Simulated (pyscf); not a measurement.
Optimised with ωB97X-D3(BJ)/def2-SVP in PySCF.

Estimate by transition-state theory the rate constant of F–N•–F + F–SiH₂–F → F–N(F)–SiH(F)–F + H• (doublet surface; H–Si broken, N–Si formed) at 600 K, with ωB97M-D3(BJ)/def2-TZVP energies (ideal gas, 1 atm, RRHO with modes under 100 cm⁻¹ raised to 100, one conformer, R ln 2 for chiral ones without a mode under 150 cm⁻¹; no tunnelling).

The electronic barrier is 41.9 kcal/mol and the thermal terms add +20.4, so ΔG‡ = 62.3 kcal/mol. With k_BT/h = 1.25e+13 s⁻¹ and RT = 1.192 kcal/mol, and a volume of 8.18e-20 cm³ per molecule at 1 atm, k = 2.0e-29 cm³ molecule⁻¹ s⁻¹. Wigner's tunnelling factor for 433i cm⁻¹ would be 1.04. A shift of 1 kcal/mol in the barrier changes k by a factor 2.3. The same reactants have a lower exit, to F–NH–F + F–SiH•–F (barrier +27.7 kcal/mol at ωB97M-D3(BJ)/def2-TZVP, against +41.9 kcal/mol here). F–N(F)–SiH(F)–F lies 95.7 kcal/mol over its isomer F–NH–Si(F)(F)–F (electronic energy, ωB97M-D3(BJ)/def2-TZVP). This is the saddle that the search found; another between the same sides may lie lower. The angle at the attacked Si is 156°.
